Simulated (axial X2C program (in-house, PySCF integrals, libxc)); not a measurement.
## Outer orbitals of MgC at 2.081 Å, PBE0

Computed with an in-house relativistic program for diatomic molecules. Spin-free means the one-electron spin-free X2C Hamiltonian; two-component (2c) means X2C with spin–orbit coupling and atomic mean-field two-electron Coulomb and Gaunt terms, so the difference of the two also holds small scalar two-electron terms. Basis: Mg dyall-cv3z [9s8p6d3f], C dyall-v3z [7s6p2d1f] (cores contracted in-house); Gaussian nuclei, density fitting, unrestricted open shells. Masses: Mg 23.985 u, C 12.000 u.

The distance is close to the 2c PBE0 minimum; the highest filled and lowest empty levels are listed.

Spin-free orbitals, state M_S = 1, Λ = 0 (beyond evenly filled blocks: π+α, π-α) (Löwdin shares):

| symmetry | occupied | ε (eV) | atomic character |
| --- | --- | --- | --- |
| σα | yes | -15.85 | 74% C s, 10% Mg p, 8% Mg s |
| σβ | yes | -11.97 | 68% C s, 13% Mg s, 10% Mg p |
| σα | yes | -7.17 | 76% C p, 18% Mg s, 3% C s |
| π-α | yes | -6.32 | 86% C p, 8% Mg p, 5% Mg d |
| π+α | yes | -6.32 | 86% C p, 8% Mg p, 5% Mg d |
| σβ | yes | -5.86 | 62% Mg s, 21% Mg p, 12% C p |
| σα | no | -2.61 | 60% Mg s, 24% Mg p, 12% C p |
| π+β | no | -1.71 | 66% Mg p, 34% C p |
| π-β | no | -1.71 | 66% Mg p, 34% C p |
| σβ | no | -1.54 | 67% C p, 19% Mg p, 8% Mg s |

Spinors with spin–orbit coupling (state Ω = 1):

| ω | occupied | ε (eV) | atomic character | λ mixture |
| --- | --- | --- | --- | --- |
| 1/2 | yes | -15.85 | 74% C s, 10% Mg p, 8% Mg s | 100% σ |
| -1/2 | yes | -11.97 | 68% C s, 13% Mg s, 10% Mg p | 100% σ |
| 1/2 | yes | -7.17 | 76% C p, 18% Mg s, 3% C s | 100% σ |
| -1/2 | yes | -6.32 | 86% C p, 8% Mg p, 5% Mg d | 100% π |
| 3/2 | yes | -6.32 | 86% C p, 8% Mg p, 5% Mg d | 100% π |
| -1/2 | yes | -5.86 | 62% Mg s, 21% Mg p, 12% C p | 100% σ |
| 1/2 | no | -2.61 | 60% Mg s, 24% Mg p, 12% C p | 100% σ |
| 1/2 | no | -1.71 | 66% Mg p, 34% C p | 100% π |
| -3/2 | no | -1.71 | 66% Mg p, 34% C p | 100% π |
| -1/2 | no | -1.54 | 67% C p, 19% Mg p, 8% Mg s | 100% σ |

Mulliken charges and populations of the two-component result (they depend on the basis, above all on diffuse functions):

Mg 0.46 e (s 5.09 p 6.36 d 0.07 f 0.01), C -0.46 e (s 3.86 p 2.60 d 0.01). ⟨Lz⟩ = 0.00 ħ and ⟨Sz⟩ = 1.00 ħ (-0.25 and 1.25 on the two atoms), which add up to Ω.

Occupations by symmetry block were frozen at the best pattern of an incomplete PBE0 search. Density functionals use the spin component along the axis (collinear). Other states lie close and PBE0, whose exact exchange favours high spin, may order them wrongly; the determinant shown need not be the ground state. The nearest other spin-free determinant of the search, M_S = 2, Λ = 0, lies 0.48 eV up at the distance of the search. With several unpaired electrons one determinant need not be a pure state. Open-shell Ω = 0 determinants with evenly filled partner blocks cannot be reached by this program, so the Ω shown need not be the lowest component. This is the Ω = 1 component of a π² triplet; the 0⁺ component is not one determinant and can lie lowest. The determinant is spin-polarised beyond a pure state at some levels (its spin-free form has ⟨S²⟩ too high), which makes Re and μ there less reliable.
